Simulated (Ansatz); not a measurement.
**Mg2Cl3: from a trial structure to a relaxed crystal**

Theory: DFT PBE, scalar-relativistic, plane waves, PAW (Ansatz 0.2.0). Cutoff 420 eV, Γ-centred k mesh, Gaussian smearing, no spin polarisation in the final step.

The start puts Mg2Cl3 on the A-type sesquioxide structure type (P-3m1, No. 164), with Mg in place of La, Cl in place of O, at a guessed volume.

```
CELL_PARAMETERS angstrom
4.37002 0.00000 0.00000
-2.18501 3.78455 0.00000
0.00000 0.00000 6.79904
ATOMIC_POSITIONS crystal
Mg 0.33333 0.66667 0.24500
Mg 0.66667 0.33333 0.75500
Cl 0.00000 0.00000 0.00000
Cl 0.33333 0.66667 0.64500
Cl 0.66667 0.33333 0.35500
```

Steps on the 12×12×6 mesh (5 atoms). 11 of 22 steps are shown, and the free energy counts from the last. Trial steps that were taken back and renewals of the plane-wave basis can be among the rows.

```
step  ΔF (meV/atom) V (Å³/atom) P (GPa) largest force component (eV/Å)
   1          105.7        22.49     0.51                           0.353
   3           89.6        22.38    -0.05                           0.219
   5           48.0        22.74     0.11                           0.104
   7           18.9        22.99     0.78                           0.015
   9           29.6        24.00    -0.81                           0.554
  11           13.2        23.92    -0.01                           0.001
  12            6.4        23.92     0.35                           0.003
  14            1.3        25.31    -0.12                           0.012
  16            0.3        25.72     0.06                           0.002
  20            0.0        26.21     0.00                           0.002
  22            0.0        26.32     0.00                           0.000
```

A final relaxation ran on a 12×12×4 mesh. The relaxed crystal, P-3m1 (No. 164):

```
Mg Cl
1.0
     3.94424    0.00000    0.00000
    -1.97212    3.41581    0.00000
     0.00000    0.00000    9.76910
Mg Cl
2 3
Direct
  0.33333 0.66667 0.17317
  0.66667 0.33333 0.82683
  0.00000 0.00000 0.00000
  0.33333 0.66667 0.70187
  0.66667 0.33333 0.29813
```

For Mg2Cl3, the volume per atom is 26.3 Å³ and the density is 2.0 g/cm³. The energy over the elements is -1.33 eV/atom and the gap on the 12×12×4 mesh is 0 eV (a metal).

Energies over the elements count from the elements' standard structures at the same level (Cl₂ as a molecule), with no empirical corrections.

The final run used a 12×12×4 mesh on its 5-atom cell and 0.10 eV smearing. The k mesh leaves about 4 meV/atom of noise in metals. No dispersion correction is applied, so the spacing between layers, chains or molecules is poorly fixed, and with it the volume and density.

Symmetry constrained the relaxation, so the result can be a saddle point.

Cost: 3 runs of about 6.7 core-minutes in all, on Arm Neoverse V2 (shared hosts).